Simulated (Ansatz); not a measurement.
C3H10N2 can be A, `CNC(C)N`, or B, `CNCCN`.

Calculated with Ansatz (gas phase, PBE0-D4/def2-TZVP geometries, no zero-point term in ΔE). CCSD(T)/CBS is the MP2 limit (def2-TZVPP, def2-QZVPP) plus CCSD(T) − MP2 in def2-TZVPP, frozen cores. DFT in def2-TZVPP. Each species was taken in one conformer, which may not be the lowest.

Problem. Which isomer does CCSD(T)/CBS put lower? Give the gap. (Estimate.)

Solution. Computed: A, by 21.6 kJ/mol.

Problem. Give E(B) − E(A) in kJ/mol with PBE-D4, ωB97M-V, LDA (SPW92), PBE0-D4, r2SCAN-D4, MP2/def2-TZVPP, CCSD/def2-TZVPP. (Estimate.)

Solution. Computed: PBE-D4 19.3, ωB97M-V 20.8, LDA (SPW92) 23.3, PBE0-D4 19.4, r2SCAN-D4 21.6, MP2/def2-TZVPP 22.5, CCSD/def2-TZVPP 19.9. None reverses the order clearly.

Problem. Does the order hold for the free energy at 298.15 K (harmonic terms from PBE0-D4)? (An estimate is asked.)

Solution. Computed: Yes: G(B) − G(A) = +22.9 kJ/mol, for one conformer each.

Largest T1 diagnostic: 0.009.

Leaving LDA and LC-ωPBE aside and taking each functional with its dispersion term where it has one, the values, not all of them listed here, spread over 3.3 kJ/mol, from HSE06-D4 to B97M-V. LDA lies +5.3 kJ/mol from PBE without D4. In def2-TZVPP, CCSD(T) changes the Hartree–Fock value by +4.2 kJ/mol (the triples alone add +0.9 kJ/mol) and MP2 by +5.8 kJ/mol.
